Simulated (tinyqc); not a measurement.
Inside a calculation. Method: CCD on RHF in the sto-6g basis, for H2F+, spin multiplicity 1. One step of it, computed by the program tinyqc.

Question. Integrals over molecular orbitals. (pq|rs) = sum C_ip C_jq C_kr C_ls (ij|kl), one index at a time.

coefficients C:
```
,MO1,MO2,MO3,MO4,MO5,MO6,MO7
1F 1s,0.997096,-0.238126,0.001244,0.057164,0.000000,0.098362,-0.003209
1F 2s,0.013047,0.952059,-0.006995,-0.307951,0.000000,-0.663401,0.023710
1F 2px,0.000000,0.000000,0.000000,0.000000,1.000000,0.000000,0.000000
1F 2py,0.000031,0.001747,0.738794,-0.006283,0.000000,0.019204,0.814376
1F 2pz,0.001612,0.096730,0.006514,0.891488,0.000000,-0.507752,0.014905
2H 1s,-0.002441,0.080006,0.339361,0.197412,0.000000,0.729564,-0.809680
3H 1s,-0.002384,0.078278,-0.336175,0.202997,0.000000,0.767875,0.765881
```

core Hamiltonian H = T + V (hartree), lower triangle:
```
,1F 1s,1F 2s,1F 2px,1F 2py,1F 2pz,2H 1s,3H 1s
1F 1s,-41.462185
1F 2s,-9.250247,-11.426581
1F 2px,0.000000,0.000000,-9.196948
1F 2py,-0.000205,-0.002190,0.000000,-9.329571
1F 2pz,-0.013232,-0.152954,0.000000,-0.000949,-9.244601
2H 1s,-1.615998,-3.592141,0.000000,-2.043830,-1.265295,-5.327283
3H 1s,-1.581135,-3.531945,0.000000,2.015898,-1.248843,-1.237809,-5.290347
```

Two-electron integrals (ij|kl) in chemists' order, unique and non-zero (hartree):
```
i,j,k,l,(ij|kl)
1,1,1,1,5.406240
2,1,1,1,0.768129
2,1,2,1,0.138909
2,2,1,1,1.266271
2,2,2,1,0.283987
2,2,2,2,0.926367
3,1,3,1,0.029452
3,2,3,1,0.044681
3,2,3,2,0.204753
3,3,1,1,1.266273
3,3,2,1,0.283987
3,3,2,2,0.926366
3,3,3,3,0.998085
4,1,4,1,0.029452
4,2,4,1,0.044681
4,2,4,2,0.204753
4,3,4,3,0.053789
4,4,1,1,1.266273
4,4,2,1,0.283987
4,4,2,2,0.926366
4,4,3,3,0.890506
4,4,4,4,0.998085
5,1,5,1,0.029452
5,2,5,1,0.044681
5,2,5,2,0.204753
5,3,5,3,0.053789
5,4,5,4,0.053789
5,5,1,1,1.266273
5,5,2,1,0.283987
5,5,2,2,0.926366
5,5,3,3,0.890506
5,5,4,4,0.890506
5,5,5,5,0.998085
6,1,1,1,0.142201
6,1,2,1,0.024649
6,1,2,2,0.049289
6,1,3,3,0.049205
6,1,4,1,0.000918
6,1,4,2,0.001793
6,1,4,4,0.049391
6,1,5,1,0.000550
6,1,5,2,0.001075
6,1,5,4,0.000111
6,1,5,5,0.049271
6,1,6,1,0.004447
6,2,1,1,0.354013
6,2,2,1,0.080559
6,2,2,2,0.292452
6,2,3,3,0.288335
6,2,4,1,0.005002
6,2,4,2,0.037450
6,2,4,4,0.297420
6,2,5,1,0.002998
6,2,5,2,0.022444
6,2,5,4,0.005444
6,2,5,5,0.291598
6,2,6,1,0.014294
6,2,6,2,0.113424
6,3,3,1,0.009021
6,3,3,2,0.051402
6,3,4,3,0.007846
6,3,5,3,0.004702
6,3,6,3,0.016786
6,4,1,1,0.204207
6,4,2,1,0.047133
6,4,2,2,0.182939
6,4,3,3,0.175131
6,4,4,1,0.011592
6,4,4,2,0.073662
6,4,4,4,0.196511
6,4,5,1,0.001541
6,4,5,2,0.013341
6,4,5,4,0.008111
6,4,5,5,0.177174
6,4,6,1,0.008734
6,4,6,2,0.087088
6,4,6,4,0.083206
6,5,1,1,0.122383
6,5,2,1,0.028247
6,5,2,2,0.109637
6,5,3,3,0.104958
6,5,4,1,0.001541
6,5,4,2,0.013341
6,5,4,4,0.108367
6,5,5,1,0.009944
6,5,5,2,0.059397
6,5,5,4,0.009889
6,5,5,5,0.115586
6,5,6,1,0.005234
6,5,6,2,0.052193
6,5,6,4,0.039806
6,5,6,5,0.040642
6,6,1,1,0.505586
6,6,2,1,0.117217
6,6,2,2,0.488793
6,6,3,3,0.472185
6,6,4,1,0.009345
6,6,4,2,0.097092
6,6,4,4,0.508841
6,6,5,1,0.005601
6,6,5,2,0.058188
6,6,5,4,0.021969
6,6,5,5,0.485351
6,6,6,1,0.020963
6,6,6,2,0.242816
6,6,6,4,0.216299
6,6,6,5,0.129630
6,6,6,6,0.774999
7,1,1,1,0.139115
7,1,2,1,0.024115
7,1,2,2,0.048225
7,1,3,3,0.048143
7,1,4,1,-0.000898
7,1,4,2,-0.001755
7,1,4,4,0.048324
7,1,5,1,0.000539
7,1,5,2,0.001052
7,1,5,4,-0.000109
7,1,5,5,0.048208
7,1,6,1,0.004290
7,1,6,2,0.013544
7,1,6,4,0.007567
7,1,6,5,0.004961
7,1,6,6,0.019640
7,1,7,1,0.004256
7,2,1,1,0.347843
7,2,2,1,0.079163
7,2,2,2,0.287570
7,2,3,3,0.283515
7,2,4,1,-0.004917
7,2,4,2,-0.036886
7,2,4,4,0.292462
7,2,5,1,0.002948
7,2,5,2,0.022115
7,2,5,4,-0.005364
7,2,5,5,0.286731
7,2,6,1,0.013603
7,2,6,2,0.090289
7,2,6,4,0.047719
7,2,6,5,0.040266
7,2,6,6,0.156663
7,2,7,1,0.013743
7,2,7,2,0.109886
7,3,3,1,0.008845
7,3,3,2,0.050466
7,3,4,3,-0.007720
7,3,5,3,0.004629
7,3,6,3,0.012903
7,3,7,3,0.016223
7,4,1,1,-0.201260
7,4,2,1,-0.046455
7,4,2,2,-0.180423
7,4,3,3,-0.172738
7,4,4,1,0.011375
7,4,4,2,0.072419
7,4,4,4,-0.193779
7,4,5,1,-0.001517
7,4,5,2,-0.013162
7,4,5,4,0.007986
7,4,5,5,-0.174751
7,4,6,1,-0.007625
7,4,6,2,-0.047927
7,4,6,4,-0.012862
7,4,6,5,-0.020930
7,4,6,6,-0.075076
7,4,7,1,-0.008421
7,4,7,2,-0.084624
7,4,7,4,0.080943
7,5,1,1,0.120665
7,5,2,1,0.027852
7,5,2,2,0.108172
7,5,3,3,0.103564
7,5,4,1,-0.001517
7,5,4,2,-0.013162
7,5,4,4,0.106922
7,5,5,1,0.009754
7,5,5,2,0.058358
7,5,5,4,-0.009733
7,5,5,5,0.114028
7,5,6,1,0.004998
7,5,6,2,0.040362
7,5,6,4,0.020900
7,5,6,5,0.030659
7,5,6,6,0.077220
7,5,7,1,0.005049
7,5,7,2,0.050736
7,5,7,4,-0.038803
7,5,7,5,0.039487
7,6,1,1,0.113119
7,6,2,1,0.026011
7,6,2,2,0.102608
7,6,3,3,0.100867
7,6,4,1,-4.97e-06
7,6,4,2,-0.000056
7,6,4,4,0.102928
7,6,5,1,0.001570
7,6,5,2,0.014084
7,6,5,4,-0.000011
7,6,5,5,0.104031
7,6,6,1,0.004559
7,6,6,2,0.039308
7,6,6,4,0.026311
7,6,6,5,0.020663
7,6,6,6,0.088345
7,6,7,1,0.004461
7,6,7,2,0.038756
7,6,7,4,-0.026075
7,6,7,5,0.020431
7,6,7,6,0.016846
7,7,1,1,0.501501
7,7,2,1,0.116281
7,7,2,2,0.485358
7,7,3,3,0.468927
7,7,4,1,-0.009223
7,7,4,2,-0.096150
7,7,4,4,0.505187
7,7,5,1,0.005530
7,7,5,2,0.057646
7,7,5,4,-0.021739
7,7,5,5,0.481961
7,7,6,1,0.019915
7,7,6,2,0.158257
7,7,6,4,0.075547
7,7,6,5,0.077794
7,7,6,6,0.299836
7,7,7,1,0.020345
7,7,7,2,0.238184
7,7,7,4,-0.212784
7,7,7,5,0.127574
7,7,7,6,0.088345
7,7,7,7,0.774999
```

Give: one-electron integrals over orbitals h = C^T H C; Two-electron integrals over orbitals.

Answer.

one-electron integrals over orbitals h = C^T H C (hartree), lower triangle:
```
,1,2,3,4,5,6,7
1,-41.449
2,0.705,-9.702
3,-0.004,0.005,-8.048
4,-0.161,0.334,-0.010,-8.775
5,0.000,0.000,0.000,0.000,-9.197
6,-0.294,1.382,-0.055,1.318,0.000,-5.535
7,0.010,-0.047,-2.200,-0.014,0.000,-0.005,-6.035
```

Two-electron integrals over orbitals (pq|rs), unique and non-zero (hartree):
```
p,q,r,s,(pq|rs)
1,1,1,1,5.381
2,1,1,1,-0.518
2,1,2,1,0.081
2,2,1,1,1.224
2,2,2,1,-0.021
2,2,2,2,0.863
3,1,1,1,2.79e-03
3,1,2,1,-3.72e-04
3,1,2,2,3.10e-04
3,1,3,1,0.018
3,2,1,1,-1.69e-03
3,2,2,1,1.84e-04
3,2,2,2,5.44e-04
3,2,3,1,0.025
3,2,3,2,0.157
3,3,1,1,0.983
3,3,2,1,-0.008
3,3,2,2,0.756
3,3,3,1,-1.31e-04
3,3,3,2,-6.93e-04
3,3,3,3,0.732
4,1,1,1,0.127
4,1,2,1,-0.017
4,1,2,2,0.013
4,1,3,1,1.44e-04
4,1,3,2,1.10e-05
4,1,3,3,4.33e-03
4,1,4,1,0.029
4,2,1,1,-0.091
4,2,2,1,0.008
4,2,2,2,1.42e-03
4,2,3,1,6.36e-06
4,2,3,2,1.57e-04
4,2,3,3,-0.005
4,2,4,1,0.031
4,2,4,2,0.163
4,3,1,1,2.02e-03
4,3,2,1,-8.17e-05
4,3,2,2,8.45e-04
4,3,3,1,-3.34e-03
4,3,3,2,0.007
4,3,3,3,8.58e-04
4,3,4,1,-1.85e-04
4,3,4,2,-1.02e-03
4,3,4,3,0.047
4,4,1,1,1.173
4,4,2,1,-0.014
4,4,2,2,0.825
4,4,3,1,2.23e-05
4,4,3,2,-1.13e-03
4,4,3,3,0.715
4,4,4,1,-0.011
4,4,4,2,-0.087
4,4,4,3,1.22e-03
4,4,4,4,0.903
5,1,5,1,0.030
5,2,5,1,0.039
5,2,5,2,0.183
5,3,5,1,-1.97e-04
5,3,5,2,-7.02e-04
5,3,5,3,0.038
5,4,5,1,-0.009
5,4,5,2,-0.032
5,4,5,3,2.41e-04
5,4,5,4,0.054
5,5,1,1,1.266
5,5,2,1,-0.014
5,5,2,2,0.884
5,5,3,1,7.05e-05
5,5,3,2,-8.37e-04
5,5,3,3,0.744
5,5,4,1,3.15e-03
5,5,4,2,-0.048
5,5,4,3,1.15e-03
5,5,4,4,0.842
5,5,5,5,0.998
6,1,1,1,0.226
6,1,2,1,-0.037
6,1,2,2,0.006
6,1,3,1,5.22e-04
6,1,3,2,4.33e-04
6,1,3,3,2.27e-03
6,1,4,1,-4.33e-03
6,1,4,2,-0.018
6,1,4,3,5.25e-05
6,1,4,4,0.012
6,1,5,5,0.006
6,1,6,1,0.023
6,2,1,1,-0.299
6,2,2,1,0.009
6,2,2,2,-0.146
6,2,3,1,2.87e-04
6,2,3,2,1.83e-03
6,2,3,3,-0.089
6,2,4,1,-0.017
6,2,4,2,-0.041
6,2,4,3,-5.24e-04
6,2,4,4,-0.109
6,2,5,5,-0.152
6,2,6,1,3.18e-03
6,2,6,2,0.075
6,3,1,1,0.010
6,3,2,1,-2.17e-04
6,3,2,2,0.006
6,3,3,1,-3.88e-03
6,3,3,2,0.028
6,3,3,3,4.53e-03
6,3,4,1,1.91e-05
6,3,4,2,-1.33e-03
6,3,4,3,0.018
6,3,4,4,4.61e-03
6,3,5,5,0.006
6,3,6,1,2.89e-05
6,3,6,2,-2.19e-03
6,3,6,3,0.071
6,4,1,1,-0.252
6,4,2,1,2.63e-03
6,4,2,2,-0.136
6,4,3,1,-1.99e-04
6,4,3,2,-1.31e-03
6,4,3,3,-0.079
6,4,4,1,-0.007
6,4,4,2,2.07e-03
6,4,4,3,-4.71e-04
6,4,4,4,-0.143
6,4,5,5,-0.139
6,4,6,1,1.83e-03
6,4,6,2,0.060
6,4,6,3,-3.56e-03
6,4,6,4,0.068
6,5,5,1,-0.014
6,5,5,2,-0.053
6,5,5,3,7.87e-04
6,5,5,4,-0.007
6,5,6,5,0.026
6,6,1,1,0.687
6,6,2,1,-0.006
6,6,2,2,0.565
6,6,3,1,-3.74e-04
6,6,3,2,-4.50e-03
6,6,3,3,0.551
6,6,4,1,0.016
6,6,4,2,0.066
6,6,4,3,-2.73e-03
6,6,4,4,0.532
6,6,5,5,0.541
6,6,6,1,-4.13e-03
6,6,6,2,-0.050
6,6,6,3,-4.24e-03
6,6,6,4,-0.026
6,6,6,6,0.542
7,1,1,1,-0.008
7,1,2,1,1.27e-03
7,1,2,2,-7.38e-05
7,1,3,1,0.018
7,1,3,2,0.025
7,1,3,3,-2.70e-04
7,1,4,1,-6.23e-05
7,1,4,2,3.29e-04
7,1,4,3,-3.47e-03
7,1,4,4,-3.11e-04
7,1,5,5,-1.79e-04
7,1,6,1,-2.94e-04
7,1,6,2,3.65e-04
7,1,6,3,-3.67e-03
7,1,6,4,-1.86e-04
7,1,6,6,-4.02e-04
7,1,7,1,0.018
7,2,1,1,0.010
7,2,2,1,-2.69e-04
7,2,2,2,0.005
7,2,3,1,0.018
7,2,3,2,0.066
7,2,3,3,2.25e-03
7,2,4,1,3.28e-04
7,2,4,2,2.47e-04
7,2,4,3,-0.022
7,2,4,4,4.16e-03
7,2,5,5,0.005
7,2,6,1,3.67e-04
7,2,6,2,-9.44e-04
7,2,6,3,-0.026
7,2,6,4,-1.98e-03
7,2,6,6,1.80e-03
7,2,7,1,0.017
7,2,7,2,0.057
7,3,1,1,0.429
7,3,2,1,-0.008
7,3,2,2,0.211
7,3,3,1,2.38e-05
7,3,3,2,-2.15e-03
7,3,3,3,0.163
7,3,4,1,-1.22e-03
7,3,4,2,-0.055
7,3,4,3,1.84e-04
7,3,4,4,0.206
7,3,5,5,0.232
7,3,6,1,4.92e-03
7,3,6,2,-0.072
7,3,6,3,1.75e-03
7,3,6,4,-0.080
7,3,6,6,0.018
7,3,7,1,-1.52e-04
7,3,7,2,3.04e-03
7,3,7,3,0.161
7,4,1,1,2.80e-03
7,4,2,1,-9.58e-06
7,4,2,2,1.28e-03
7,4,3,1,-0.007
7,4,3,2,-0.054
7,4,3,3,9.20e-04
7,4,4,1,3.02e-04
7,4,4,2,9.74e-04
7,4,4,3,0.010
7,4,4,4,1.58e-03
7,4,5,5,1.45e-03
7,4,6,1,-2.93e-04
7,4,6,2,-1.44e-03
7,4,6,3,-0.041
7,4,6,4,4.42e-04
7,4,6,6,3.69e-03
7,4,7,1,-0.007
7,4,7,2,-0.012
7,4,7,3,2.19e-03
7,4,7,4,0.046
7,5,5,1,4.56e-04
7,5,5,2,1.74e-03
7,5,5,3,0.026
7,5,5,4,-7.50e-05
7,5,6,5,-2.67e-04
7,5,7,5,0.020
7,6,1,1,9.71e-04
7,6,2,1,-2.56e-05
7,6,2,2,-4.18e-04
7,6,3,1,-0.010
7,6,3,2,-0.096
7,6,3,3,4.98e-04
7,6,4,1,-3.02e-04
7,6,4,2,-1.00e-03
7,6,4,3,-0.046
7,6,4,4,1.35e-03
7,6,5,5,4.04e-04
7,6,6,1,-6.68e-05
7,6,6,2,2.27e-04
7,6,6,3,-0.087
7,6,6,4,2.58e-03
7,6,6,6,0.009
7,6,7,1,-0.010
7,6,7,2,4.29e-03
7,6,7,3,3.67e-03
7,6,7,4,0.058
7,6,7,6,0.164
7,7,1,1,0.804
7,7,2,1,-0.008
7,7,2,2,0.616
7,7,3,1,6.71e-04
7,7,3,2,0.005
7,7,3,3,0.615
7,7,4,1,2.92e-03
7,7,4,2,0.006
7,7,4,3,2.31e-03
7,7,4,4,0.594
7,7,5,5,0.603
7,7,6,1,2.66e-03
7,7,6,2,-0.047
7,7,6,3,0.006
7,7,6,4,-0.031
7,7,6,6,0.536
7,7,7,1,5.18e-04
7,7,7,2,1.57e-03
7,7,7,3,0.074
7,7,7,4,-3.00e-03
7,7,7,6,-0.008
7,7,7,7,0.579
```
